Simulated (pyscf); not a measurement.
**Elimination: HO–SiH₂–F → O=SiH–F + hydrogen (H₂)**

Gas phase, singlet surface, charge 0. Bonds broken: O1–H4, Si2–H5. Bonds formed: H4–H5. PySCF, gas phase, ωB97X-D3(BJ)/def2-SVP geometries.

Transition state (Å):

```xyz
6

O     -2.0231     0.9669    -0.8206
Si    -0.7939     0.1878    -0.2499
F     -0.2378    -1.1740    -0.8960
H     -2.3249     0.1364     0.3872
H     -1.8946    -0.4607     0.9809
H      0.3159     0.7349     0.5487
```

One imaginary mode, 1378i cm⁻¹; descent along it reached the two sides named.

| bond | change | reactant side (Å) | saddle | product side |
|---|---|---|---|---|
| O1–H4 | breaks | 0.963 | 1.497 | 3.0 |
| Si2–H5 | breaks | 1.486 | 1.774 | 2.549 |
| H4–H5 | forms | 2.9 | 0.946 | 0.762 |

Electronic energies relative to the reactant's lowest minimum found (eV):

```json
[
 {"level": "ωB97X-D3(BJ)/def2-TZVP", "barrier": "2.92", "reaction energy": "+2.23", "reverse barrier": "0.69"},
 {"level": "PBE/def2-TZVP", "barrier": "2.50", "reaction energy": "+1.93", "reverse barrier": "0.56"},
 {"level": "r²SCAN/def2-TZVP", "barrier": "2.66", "reaction energy": "+2.10", "reverse barrier": "0.57"},
 {"level": "B3LYP-D3(BJ)/def2-TZVP", "barrier": "2.80", "reaction energy": "+2.07", "reverse barrier": "0.73"},
 {"level": "PBE0-D3(BJ)/def2-TZVP", "barrier": "2.78", "reaction energy": "+2.25", "reverse barrier": "0.53"},
 {"level": "M06-2X/def2-TZVP", "barrier": "2.96", "reaction energy": "+2.25", "reverse barrier": "0.71"},
 {"level": "ωB97M-D3(BJ)/def2-TZVP", "barrier": "2.86", "reaction energy": "+2.15", "reverse barrier": "0.71"},
 {"level": "HF/def2-TZVP", "barrier": "3.59", "reaction energy": "+2.54", "reverse barrier": "1.05"}
]
```

With ωB97M-D3(BJ)/def2-TZVP energies and thermal terms (ideal gas, 1 atm, RRHO with modes under 100 cm⁻¹ raised to 100, one conformer, R ln 2 for chiral ones without a mode under 150 cm⁻¹), in eV:

```tsv
T (K)	ΔH‡	ΔG‡	ΔH	ΔG
298	2.72	2.74	+1.95	+1.61
600	2.69	2.76	+1.97	+1.25
900	2.67	2.80	+1.97	+0.88
1200	2.66	2.85	+1.95	+0.52
```

At the saddle there is also a short H–Si contact that neither side keeps. O=SiH–F lies 0.69 eV over its isomer HO–Si:–F [singlet] (electronic energy, ωB97M-D3(BJ)/def2-TZVP). This is the saddle that the search found; another between the same sides may lie lower.
